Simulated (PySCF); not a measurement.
## Stationary points of S₂F₄

These are results of PBE0 in PySCF with S def2-SVP, F def2-SVP; no relativity; density-fitted integrals, not measurements.

Relaxations began from a few typed shapes. The search is not exhaustive: other isomers or separated fragments can lie lower, and high-lying points may rest on an excited occupation.

Order these stationary points by electronic energy, lowest first, in kJ/mol from the lowest minimum.
A. singlet C2v: S–F 1.589 Å (×2), S–F 1.624 Å (×2), S–S 1.892 Å; F–S–F 85.9° (×4), F–S–F 104.6°, F–S–F 166.5°, F–S–S 96.8° (×2), F–S–S 127.7° (×2)
B. singlet C4v: S–F 1.618 Å (×4), S–S 1.872 Å; F–S–F 83.3° (×4), F–S–F 140.0° (×2), F–S–S 110.0° (×4)

A (0.0), B (28.6).

Which of them are minima?

By energy in kJ/mol, 0.0: minimum; 28.6: saddle point, 1 imaginary mode.
